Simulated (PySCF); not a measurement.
Molecule: `OCC1CC1`, C$_{4}$H$_{8}$O.

Mapped SMILES: `[OH:1][CH2:2][CH:3]1[CH2:4][CH2:5]1`; H(Xn) means a hydrogen on atom n. Ha(C4), Ha(C5) are cis to C2 on the ring; Hb(C4), Hb(C5) are trans to C2 on the ring.

Geometry PBE0-D3(BJ)/def2-SVP throughout; GIAO in PySCF 2.14, gas phase, one conformer, non-relativistic; equivalent atoms averaged; functional PBE0.

(1) How do the absolute shieldings σ depend on the basis set? (ppm; last column core-seconds on shared hosts with different chips, so compare them loosely)

(2) Which nucleus moves most, in ppm?

(3) Taking the largest basis, pcSseg-2 (292 functions), as the yardstick, rank the others by their worst heavy-atom deviation.

Answers

(1) 
```tsv
basis set	functions	O1	C2	C3	C4/C5	H(C2)	H(C3)	Hb(C4)/Hb(C5)	Ha(C4)/Ha(C5)	H(O1)	core-s
STO-3G	33	343.1	179.1	217.9	220.3	30.75	31.91	32.05	32.39	34.92	2.1
6-31G	61	288.4	133.4	183.9	194.4	29.11	31.47	31.99	32.40	33.02	3.9
pcSseg-0	61	299.0	120.4	178.5	188.2	29.26	31.83	32.11	32.57	33.60	3.1
6-31G*	86	294.2	128.2	179.0	189.7	28.61	30.85	31.45	31.83	32.26	5.4
def2-SVP	110	302.8	127.7	178.6	190.4	28.21	30.55	31.06	31.45	31.81	6.7
cc-pVDZ	110	299.7	129.3	179.2	192.2	28.06	30.46	30.97	31.36	31.91	6.7
pcSseg-1	125	288.8	113.5	168.7	180.9	27.98	30.33	30.82	31.28	31.23	12
6-311+G(2d,p)	183	285.2	117.1	169.7	183.5	28.22	30.44	31.08	31.50	31.70	14
aug-cc-pVDZ	187	293.9	127.8	177.8	191.9	28.04	30.29	30.92	31.32	31.41	14
def2-TZVP	203	287.7	115.4	169.8	183.8	28.20	30.41	31.02	31.41	31.69	17
IGLO-III	255	284.2	111.4	166.6	180.7	28.09	30.29	30.92	31.32	31.36	20
cc-pVTZ	262	288.6	116.8	170.6	183.9	28.03	30.26	30.84	31.25	31.31	23
pcSseg-2	292	284.5	110.8	166.6	180.6	27.97	30.17	30.77	31.17	31.02	30
```

(2) C2 (sp3 CH2 bonded to O): from 110.8 ppm with pcSseg-2 to 179.1 ppm with STO-3G. The smallest spread is 1.34 ppm, at Hb(C4)/Hb(C5). Proton shifts span only some 12 ppm, so a few tenths of a ppm matter as much there as several ppm in carbon.

(3) IGLO-III 0.6 ppm (255 functions), pcSseg-1 4.3 ppm (125 functions), def2-TZVP 4.5 ppm (203 functions), cc-pVTZ 6.0 ppm (262 functions), 6-311+G(2d,p) 6.3 ppm (183 functions), pcSseg-0 14.6 ppm (61 functions), aug-cc-pVDZ 16.9 ppm (187 functions), 6-31G* 17.4 ppm (86 functions), def2-SVP 18.4 ppm (110 functions), cc-pVDZ 18.5 ppm (110 functions), 6-31G 22.6 ppm (61 functions), STO-3G 68.3 ppm (33 functions).

A small basis that lands close on one nucleus may do so by chance; judge by the trend and by all nuclei.
